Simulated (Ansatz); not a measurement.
Breaking the C3–H7 bond in propyne (SMILES C#CC) (multiplicity 1 held, fragments rigid). Energies count from the point at 1.062 Å.
Geometry at that point (charge 0, multiplicity 1):
| atom | x (Å) | y (Å) | z (Å) |
|---|---|---|---|
| C | -1.2195 | -0.1258 | -0.1571 |
| C | 0.2152 | 0.0222 | 0.0277 |
| C | 1.3987 | 0.1443 | 0.1802 |
| H | -1.4460 | -1.0066 | -0.7612 |
| H | -1.6396 | 0.7464 | -0.6621 |
| H | -1.7270 | -0.2362 | 0.8033 |
| H | 2.4464 | 0.2524 | 0.3152 |

Restricted levels (R-, RO-) in cc, def2 and unpolarised 6-31G sets keep to the state of the molecule at rest. U- levels take the lowest unrestricted solution at each point, which mixes spins at long bonds. Curves can end on different states.

Frozen-core correlation.

Codes used: Ansatz (a first-principles code) with Gaussian orbitals. Each number belongs to the level named beside it.

Energies in eV.

```tsv
R (Å)	R-HF/cc-pVDZ	U-MP2/cc-pVDZ	R-CCSD/cc-pVDZ	U-CCSD/cc-pVDZ
0.850	1.53	1.63	1.64	1.64
0.956	0.31	?	0.37	0.37
1.062	0.00	0.00	0.00	0.00
1.168	0.20	?	0.14	0.14
1.274	0.68	0.57	0.55	0.55
1.434	1.64	1.44	1.39	1.39
1.593	2.69	2.43	2.30	2.30
1.858	4.37	?	3.66	3.76
2.124	5.81	5.63	4.68	4.82
2.442	7.22	5.99	5.44	5.45
2.867	8.63	6.13	5.92	5.67
3.398	9.82	6.17	6.12	5.71
```

Task: What belongs in the gaps?

Result: 
- 1.858, U-MP2/cc-pVDZ: 4.77
- 1.168, U-MP2/cc-pVDZ: 0.15
- 0.956, U-MP2/cc-pVDZ: 0.36

Doubts at one or more of the structures used: a restricted determinant that unrestricted orbitals would lower (R-HF/cc-pVDZ, R-CCSD/cc-pVDZ); a spin-contaminated determinant (U-MP2/cc-pVDZ, U-CCSD/cc-pVDZ); other coupled-cluster roots lie near (R-CCSD/cc-pVDZ); T1 above 0.05 (U-CCSD/cc-pVDZ); the program's own flag: large difference (U-CCSD/cc-pVDZ).
